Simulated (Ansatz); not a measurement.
# KIr₃: from a trial structure to a relaxed crystal

Level of theory: DFT r2SCAN, scalar-relativistic, plane waves, PAW in Ansatz. Cutoff 500 eV, Γ-centred k mesh, Gaussian smearing, no spin polarisation in the final step.

KIr₃ was placed on the Cu3Au (L1_2) structure type (Pm-3m, No. 221), with K in place of Au, Ir in place of Cu, at a guessed volume.

```xyz
4
Lattice="4.2199 0.0000 0.0000 0.0000 4.2199 0.0000 0.0000 0.0000 4.2199" Properties=species:S:1:pos:R:3 pbc="T T T"
K     0.0000    0.0000    0.0000
Ir    0.0000    2.1099    2.1099
Ir    2.1099    0.0000    2.1099
Ir    2.1099    2.1099    0.0000
```

Cell and atoms relax at zero pressure; the relaxation can't lower the symmetry of the start. After a coarse first stage the cell is made exact in the group found at 0.06 Å.

The zero of energy is the elements' standard structures at the same level; no fitted shifts are applied.

(1) What does it relax into?

(2) What are its volume, energy, density and gap?

Answers

(1) It keeps Pm-3m (No. 221). The result has the Cu3Au (L1_2) structure. Conventional cell: a = 4.038 Å. K is coordinated by 12 Ir at 2.86 Å; Ir has 4 K at 2.86 Å and 8 Ir at 2.86 Å.

```cif
data_structure
_symmetry_space_group_name_H-M 'Pm-3m'
_symmetry_Int_Tables_number 221
_cell_length_a 4.0385
_cell_length_b 4.0385
_cell_length_c 4.0385
_cell_angle_alpha 90.000
_cell_angle_beta 90.000
_cell_angle_gamma 90.000
_cell_volume 65.86
loop_
_atom_site_label
_atom_site_type_symbol
_atom_site_symmetry_multiplicity
_atom_site_Wyckoff_symbol
_atom_site_fract_x
_atom_site_fract_y
_atom_site_fract_z
_atom_site_occupancy
K1 K 1 a 0.00000 0.00000 0.00000 1
Ir1 Ir 3 c 0.00000 0.50000 0.50000 1
```

(2) The volume per atom is 16.47 Å³. The density is 15.52 g/cm³. The energy over the elements is 1.25 eV/atom and the gap on the 12×12×12 mesh is 0 eV (a metal).

The final run used a 12×12×12 mesh on its 4-atom cell and 0.10 eV smearing. For metals, differences of a few meV/atom aren't resolved. Spin–orbit coupling is left out. A structure relaxed within its symmetry needn't be a true minimum.

Cost: 3 runs of about 1.2 core-minutes in all, on AMD EPYC 7B13 (Zen 3) (shared hosts).